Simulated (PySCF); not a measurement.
**Spin states of CS**

Unrestricted PBE0; PySCF, no relativity, basis sets C cc-pVDZ, S cc-pV(D+d)Z. Outer shells of the fragments: C 2s2 2p2; S 3s2 3p4.

Followed along the bond (rough minima from three points):

```csv
2Ms+1,unpaired,⟨S²⟩ at the start,R at minimum (Å),Te (eV)
1,none,0.00,1.54,0.00
3,"σ ↑, π ↑",2.07,1.58,3.15
5,"σ ↑, π ↑↑↑",6.01,none in the scan,≤ 5.75
```

Solutions found at the starting distance of 1.695 Å, counted from the lowest of them; the search is not exhaustive and high or unbound solutions are not listed, so other states can lie among these:

```csv
2Ms+1,unpaired,term,E (eV),⟨S²⟩,⟨Lz²⟩,μ (D)
1,none,¹Σ⁺,0.00,0.00,0.00,1.14
3,"σ ↑, π ↑",³Π,2.90,2.07,1.00,-0.15
3,π ↑↑,mixed,3.29,2.01,2.01,2.05
1,"σ ↓, π ↑",mixed,3.51,1.01,1.02,0.22
3,π ↑↑,mixed,3.86,2.01,2.01,1.78
5,"σ ↑, π ↑↑↑",⁵Π,5.28,6.01,1.00,0.49
3,"σ ↑, π ↑↑↓",mixed,6.48,3.01,3.02,1.01
5,π ↑↑↑↑,⁵Σ⁺,7.27,6.02,0.00,4.23
3,σ ↑↑,³Σ⁺,8.23,2.04,0.00,-1.01
3,"σ ↑, π ↑",³Π,8.63,2.01,1.01,0.12
5,"σ ↑↑, π ↑↑",⁵Σ⁻,9.71,6.02,0.00,0.52
```

A term symbol is given only where ⟨S²⟩ and ⟨Lz²⟩ are close to those of a pure state; real π, δ and φ orbitals otherwise mix terms. A positive dipole means C(−)S(+).

Task: Compare the gap between the two lowest followed solutions at the starting distance with the gap between their minima.

Result: At PBE0 the second solution (triplet, unpaired electrons σ ↑, π ↑) lies +2.90 eV from the first (singlet, closed shell) at 1.695 Å and +3.15 eV at the minima; the two curves relax by different amounts, since their minima lie near 1.58 and 1.54 Å.

The measured ground state is X ¹Σ+ (Huber and Herzberg, Constants of Diatomic Molecules (1979)).

Counting both spins, an empty level lies below a filled one in some of these solutions, because spin and occupation are held.
